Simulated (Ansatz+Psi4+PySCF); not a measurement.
## doublet N2H4(+): levels of theory in one basis

```yaml
atoms:
  - { symbol: N, position_ang: [-0.0227, 0.7354, -0.0885] }
  - { symbol: N, position_ang: [0.0259, -0.7270, -0.0649] }
  - { symbol: H, position_ang: [0.2154, 1.0634, 0.8433] }
  - { symbol: H, position_ang: [-0.9367, 1.0320, -0.2979] }
  - { symbol: H, position_ang: [-0.2095, -1.1205, 0.8366] }
  - { symbol: H, position_ang: [0.9395, -1.0287, -0.3203] }
```

Basis set: cc-pVTZ (spherical functions). Left uncorrelated: 2 orbitals. Correlation on ROHF uses semicanonical orbitals with singles. Charge 1, multiplicity 2.

Computed with Ansatz (development build ahead of 0.2.0) and Psi4 1.11; each method stands on the lowest determinant of its kind that the runs found.

```json
{"method": "ROHF", "E − E(ROHF) (eV)": "0.00", "<S²> of the determinant": "0.75"}
{"method": "UHF", "E − E(ROHF) (eV)": "-0.13", "<S²> of the determinant": "0.76"}
{"method": "ROHF-MP2", "E − E(ROHF) (eV)": "-10.56", "<S²> of the determinant": "–"}
{"method": "UHF-MP2", "E − E(ROHF) (eV)": "-10.55", "<S²> of the determinant": "0.76"}
{"method": "ROHF-CCSD", "E − E(ROHF) (eV)": "-11.27", "<S²> of the determinant": "–"}
{"method": "UHF-CCSD", "E − E(ROHF) (eV)": "-11.27", "<S²> of the determinant": "0.76"}
{"method": "ROHF-CCSD(T)", "E − E(ROHF) (eV)": "-11.66", "<S²> of the determinant": "–"}
{"method": "UHF-CCSD(T)", "E − E(ROHF) (eV)": "-11.66", "<S²> of the determinant": "0.76"}
```

Caution for ROHF-MP2, UHF-MP2: MP2 on this radical cation hangs on the determinant chosen.
